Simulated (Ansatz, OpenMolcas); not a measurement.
**A ladder of methods for BH2F (SMILES [H]B([H])F)**

BH2F has 4 atoms, charge 0, and is taken as a singlet. As SMILES, `[H]B([H])F`. Geometry: relaxed at GFN2-xTB.

```xyz
4

B     0.0300    0.0492    0.0006
H     1.1984   -0.0340    0.0156
H    -0.5783    1.0502   -0.0194
F    -0.6501   -1.0654    0.0032
```

Each level gives the energy change with the B1–F4 bond stretched from 1.306 to 3.264 Å (eV). The values are calculated.

| level | kind | program | value (eV) | less FCI/STO-3G | CPU time (all runs) |
| --- | --- | --- | --- | --- | --- |
| HF/STO-3G (restricted) | Hartree–Fock | OpenMolcas | 12.98 | +6.15 | 2.9 s |
| BLYP/STO-3G (restricted) | GGA | Ansatz | 9.56 | +2.73 | 0.89 s |
| BHLYP/STO-3G (restricted) | global hybrid | Ansatz | 11.48 | +4.65 | 0.76 s |
| PBE0/STO-3G (restricted) | global hybrid | Ansatz | 10.66 | +3.83 | 0.72 s |
| CASPT2(2,2)/STO-3G | multireference | OpenMolcas | 6.77 | -0.06 | 2.9 s |
| CCSD/STO-3G (restricted) | coupled cluster or CI | Ansatz | 6.81 | -0.02 | 0.19 s |
| CCSDT(Q)/STO-3G (restricted) | coupled cluster or CI | Ansatz | 6.84 | +0.01 | 0.36 s |
| CCSDTQ/STO-3G (restricted) | coupled cluster or CI | Ansatz | 6.83 | 0.00 | 7.3 s |
| FCI/STO-3G | exact in the basis | Ansatz | 6.83 | 0.00 | 0.72 s |

FCI/STO-3G is exact within its basis and frozen core, so for wave-function methods in that basis the difference is their error; functionals converge differently with the basis, so for them it is only a difference. A spin-restricted reference rises too steeply as a bond breaks; here HF/STO-3G, BLYP/STO-3G, BHLYP/STO-3G, PBE0/STO-3G lie well above the multireference or unrestricted value. The first shape isn't each level's own minimum. The values span 6.77 to 12.98 eV. All rows use very small basis sets, so none should be taken for the real molecule's value. In so small a basis fixed costs decide the times, and correlated methods can beat functionals. CPU times are rough (shared hosts, several kinds of processor and program).
